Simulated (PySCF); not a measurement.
formaldehyde (CH2O), SMILES C=O. Atoms are numbered in the order given.

```xyz
4

C      0.0000     0.0000    -0.5264
O      0.0000     0.0000     0.6735
H      0.0000     0.9421    -1.1148
H      0.0000    -0.9421    -1.1148
```

Coordinates come from a r2SCAN-D4/def2-TZVPD optimisation.

Computed with PySCF with PBE/def2-TZVPD.

Mulliken values depend strongly on the basis, most of all with diffuse functions as here. Atomic charges (e):

```json
[
 {"atom": "C1", "IAO": "0.12", "Mulliken": "-0.14"},
 {"atom": "O2", "IAO": "-0.34", "Mulliken": "-0.30"},
 {"atom": "H3", "IAO": "0.11", "Mulliken": "0.22"},
 {"atom": "H4", "IAO": "0.11", "Mulliken": "0.22"}
]
```
